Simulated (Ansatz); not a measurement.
# Scan of AsH⁺, quartet

Starting geometry (PBE0/def2-TZVP stationary point for this spin):

```yaml
atoms:
  - { symbol: As, position_ang: [0.0000, 0.0000, 0.0000] }
  - { symbol: H, position_ang: [0.0000, 0.0000, 1.6414] }
```

From there H2 moves along the line of the two atoms named below, all else staying in place; atoms are numbered as listed. Energies are in eV, counted from the starting geometry at the same level.

Basis cc-pVTZ; Ansatz 0.2.0. Correlated methods freeze the noble-gas cores and the filled d shells of p-block atoms. R marks a restricted (for open shells ROHF) determinant, U an unrestricted one. No spin–orbit coupling is included, and no scalar relativity.

For open shells CISD is restricted-active-space CI with the open shells as a complete middle space. The frozen core of the U runs drifts against the reference's along the scan: U less R at the highest common level changes by 14 meV, which enters the U errors.

Full CI is exact within this basis and frozen core; it isn't the basis-set limit. The frozen core follows each run's orbitals, which can shift R against U totals by a few meV for light atoms and by up to 0.1 eV past Ca.

```
distance As1-H2 (Å)  full CI  unpaired electrons (full CI)  error UHF  error CISD  error UCCSD(T)  error RCCSDT  error RCCSDT(Q)  error UCCSDT(Q)
              1.316    0.719                          3.01     -0.147      -0.014          -0.010        -0.002           -0.001           -0.006
              1.455    0.145                          3.01     -0.068      -0.007          -0.006        -0.001            0.000           -0.004
              1.641    0.000                          3.02      0.000       0.000           0.000         0.000            0.000            0.000
              1.781    0.091                          3.02     -0.006       0.002           0.003         0.000            0.000            0.002
              2.019    0.355                          3.02     -0.094       0.001           0.006         0.000            0.000            0.005
              2.286    0.648                          3.02     -0.204      -0.002           0.005         0.000            0.000            0.007
              2.644    0.948                          3.02     -0.307      -0.008           0.005        -0.001            0.000            0.008
              2.990    1.131                          3.02     -0.363      -0.012           0.004        -0.001            0.000            0.009
              3.696    1.281                          3.02     -0.405      -0.017           0.003        -0.001            0.000            0.009
              4.413    1.314                          3.02     -0.413      -0.017           0.003        -0.001            0.000            0.009
              5.569    1.323                          3.02     -0.415      -0.018           0.003        -0.001            0.000            0.009
```

Unpaired electrons are Σ n²(2−n)² over natural occupations. Errors are those of relative energies. In total energy the starting point itself misses full CI by: UHF 2.360, CISD 0.075, UCCSD(T) -0.002, RCCSDT 0.002, RCCSDT(Q) 0.000, UCCSDT(Q) -0.021 eV.

Spread of the error over the points with a reference, to 5.569 Å (largest less smallest): RCCSDT(Q) 0.001, RCCSDT 0.002, UCCSDT(Q) 0.015, UCCSD(T) 0.015, CISD 0.020, UHF 0.415 eV.
